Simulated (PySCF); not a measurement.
# The bond of SiC, level by level

An exercise on one series of results from a longer session: the logs are not shown, and one member is left open.

Computed with PySCF 2.14.0. Level: Si aug-pcseg-1, C aug-pcseg-1, no relativity.

1 further run of the same task is left out (it didn't finish).

The first run:

A driver script around PySCF takes these settings:

```
atoms                         : Si, C
charge                        : 0
basis                         : Si aug-pcseg-1, C aug-pcseg-1
Hamiltonian                   : no relativity
basis functions               : 50
electrons treated             : 20
masses in u                   : 27.9769, 12.0000
levels                        : PBE0, PBE, r²SCAN, BHandHLYP, BLYP, LC-ωPBE, HF, MP2, SCS-MP2
grid                          : 80 radial by 434 angular points
occupations                   : held fixed by the projection of orbital angular momentum
dissociation limit            : Si + C, each in its ground configuration
starting distance in angstrom : 1.825
values of 2S to try           : 0, 2, 4
```

The run is started by

```sh
$ OMP_NUM_THREADS=1 python dia.py task.json out
```

Among the steps run: Input; First curve: PBE0; Excited determinants; PBE; r²SCAN; BHandHLYP; BLYP (GGA); LC-ωPBE (range-separated hybrid); ROHF.

One of the session's tables, all rows but one given; the rest of the session is left out.

Energy (eV) from each level's lowest point:

```
R (Å)   ROHF  ROHF-MP2  ROHF-SCS-MP2    PBE   BLYP
1.481  1.092     1.417         1.403  1.441  1.458
1.550  0.418     0.653         0.643  0.676  0.692
1.619  0.084     0.219         0.213  0.236  0.247
1.670  0.000     0.057         0.054  0.066  0.072
1.722  0.024     0.000         0.000  0.000  0.000
1.774      ?         ?             ?      ?      ?
1.843  0.362     0.165         0.169  0.128  0.108
1.929  0.744     0.462         0.464  0.370  0.334
2.032  1.254     0.952         0.941  0.744  0.688
2.170  1.911     1.747         1.706  1.287  1.205
```

Q: Estimate the row for R (Å) = 1.774 from the others.

Worked estimate for «ROHF». A straight line through the neighbours (1.722, 0.024) and (1.843, 0.362) gives 0.024 + (0.362 − 0.024) × (1.774 − 1.722) / (1.843 − 1.722) = 0.169; a parabola fitted to 4 rows on both sides gives 0.138.

As computed: ROHF: 0.130; ROHF-MP2: 0.027; ROHF-SCS-MP2: 0.030; PBE: 0.015; BLYP: 0.007. In «ROHF» the line misses by +0.039 and the parabola by +0.008.
